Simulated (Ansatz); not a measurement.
Cost and result for the atomization energy of `CC(N)(O)C=S` (13 atoms, 12 bonds).

Z-matrix (Å, degrees):
```
C
C 1 1.526
H 1 1.090 2 110.1
H 1 1.091 2 111.4 3 -122.1
H 1 1.093 2 108.2 3 118.0
N 2 1.445 1 108.8 3 176.9
O 2 1.401 1 109.0 3 -59.0
C 2 1.513 1 108.2 3 62.8
H 6 1.013 2 109.6 1 170.5
H 6 1.013 2 109.6 1 52.8
H 7 0.973 2 107.1 1 121.7
S 8 1.605 2 125.0 1 -120.5
H 8 1.090 2 113.4 1 60.5
```

The species carries charge 0 and has multiplicity 1. The structure was optimised at the PBE0-D4/def2-TZVP level. It is one conformer, not always the lowest. Program: Ansatz. All runs use 2 threads of an AMD EPYC 7R13 on a shared host and a share of an NVIDIA H100 80 GB. Times are those of one run each, without the atoms' runs, and a repeat can differ threefold. Electronic energies, without spin–orbit coupling; frozen cores. CCSD(T)/CBS adds CCSD(T) − MP2 in def2-TZVPP to the MP2 limit, and its time is that of the two runs behind it. T1 = 0.014; the RHF reference is unstable towards UHF. B3LYP takes the VWN-RPA correlation (the form of Gaussian; ORCA's B3LYP/G).

CCSD(T)/CBS is a level of theory with its own doubt, some kJ/mol a heavy atom from the limit and from the frozen cores, so smaller differences don't rank the functionals.

```csv
level,functions,wall time,atomization (kJ/mol),difference from CCSD(T)/CBS,per bond
B3LYP-D4/def2-TZVPP (with forces),295,2.6 s,5006.6,-3.2,-0.3
PBE-D4/def2-TZVPP (with forces),295,2.8 s,5168.6,158.8,13.2
r2SCAN-D4/def2-TZVPP (with forces),295,2.8 s,5016.4,6.6,0.6
PBE0-D4/def2-TZVPP,295,3 s,5040.8,31.0,2.6
B2PLYP/def2-TZVPP,295,3.1 s,4950.2,-59.6,-5.0
MP2/def2-QZVPP,565,4.9 s,5052.2,42.4,3.5
ωB97X-V/def2-TZVPP,295,5.5 s,5020.3,10.5,0.9
ωB97M-V/def2-TZVPP (with forces),295,6 s,5034.0,24.2,2.0
CCSD(T)/def2-TZVPP,295,6 s,4866.1,-143.7,-12.0
CCSD(T)/CBS(def2),–,11 s,5009.8,0.0,0.0
```

The D4 term adds +47.9 kJ/mol with B3LYP and +25.3 kJ/mol with PBE0; it sums over pairs of atoms, weighted by their polarisabilities, and B3LYP, whose exchange is more repulsive, gets the larger term. From PBE to PBE0 (25 % exact exchange), in def2-TZVPP and without D4, the atomization energy moves by −123.1 kJ/mol: exact exchange takes away binding that semilocal exchange gives to molecules. In def2-TZVPP, CCSD(T) changes the Hartree–Fock value by +1419.8 kJ/mol (the triples alone add +97.4 kJ/mol) and MP2 by +1521.5 kJ/mol; breaking electron pairs costs correlation energy, which Hartree–Fock lacks.
